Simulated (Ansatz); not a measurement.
Z-matrix (Å, degrees):
```
N
C 1 1.389
H 1 1.010 2 112.4
H 1 1.013 2 112.7 3 -125.8
O 2 1.357 1 114.9 3 -177.3
C 2 1.329 1 125.4 3 1.3
H 5 0.965 2 107.3 1 38.8
F 6 1.353 2 119.6 1 8.8
H 6 1.079 2 125.2 1 -171.1
```

Total charge 0; spin multiplicity 1.

(1) List the PBE/def2-TZVPP orbital energies in eV (the Gaussian-basis code of Ansatz). (Estimate.)

Answers

(1) The calculation gave: Occupied: -660.04, -511.08, -380.95, -271.04, -270.19, -30.23, -26.86, -22.71, -18.29, -14.86, -13.84, -13.28, -11.96, -11.79, -10.70, -10.00, -8.82, -8.42, -7.15, -4.84. Lowest empty: 0.03, 0.18, 0.74, 1.89, 2.11, 2.42, 3.79, 5.14.
